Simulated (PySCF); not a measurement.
Compound: C₂H₂F₃N.
Atom-mapped SMILES: `[H]/[N:1]=[CH:2]/[C:3]([F:4])([F:5])[F:6]` (hydrogens: H7 on N1; H8 on C2)

Geometry (PBE0-D3(BJ)/def2-SVP, Å), atoms numbered from 1 in this order:
```
atom  x, y, z in Å
N1     1.378   -0.502    0.559
C2     0.565    0.186   -0.112
C3    -0.922   -0.074   -0.014
F4    -1.223   -1.025    0.850
F5    -1.393   -0.424   -1.216
F6    -1.552    1.048    0.351
H7     2.340   -0.203    0.376
H8     0.815    1.004   -0.812
```

Level of theory: MP2 and CCSD/aug-cc-pVDZ in PySCF, restricted Hartree–Fock reference, 6 core orbitals frozen, non-relativistic, gas phase, PBE0-D3(BJ)/def2-SVP geometry.

E(HF) = -429.70798 Eh.

(1) How large is the problem?

(2) What are the MP2 and CCSD correlation energies?

(3) What is the T1 diagnostic?

(4) How does correlation change the dipole moment?

Answers

(1) 156 basis functions and 48 electrons; 6 orbitals frozen, which leaves o = 18 correlated occupied and v = 132 virtual orbitals. That is o·v = 2376 singles and o·v(o·v + 1)/2 = 2823876 distinct closed-shell doubles amplitudes before symmetry; the costliest CCSD step grows as o²v⁴ = 9.8 × 10^10.

(2) MP2 -1.0412 Eh and CCSD -1.0645 Eh, which gives totals of -430.74914 and -430.77251 Eh. That is 0.805 eV for each correlated electron at CCSD (2795 kJ/mol in all, 0.247 % of the total energy); MP2 gives 97.8 % of the CCSD value.

(3) 0.0137, below the customary warning level of 0.02. It is the norm of the spatial-orbital singles amplitudes over the root of the number of correlated electrons, so the norm is 0.082.

(4) HF gives 3.16 D and CCSD (unrelaxed density) 2.89 D, a change of -0.27 D.

No triples correction and no basis-set extrapolation were made.

The job also held the EOM ionisation roots. The run took 7.5 min wall on one thread, Arm Neoverse V2 (aarch64), no GPU, shared host, and the process peaked at 2.9 GiB of memory.
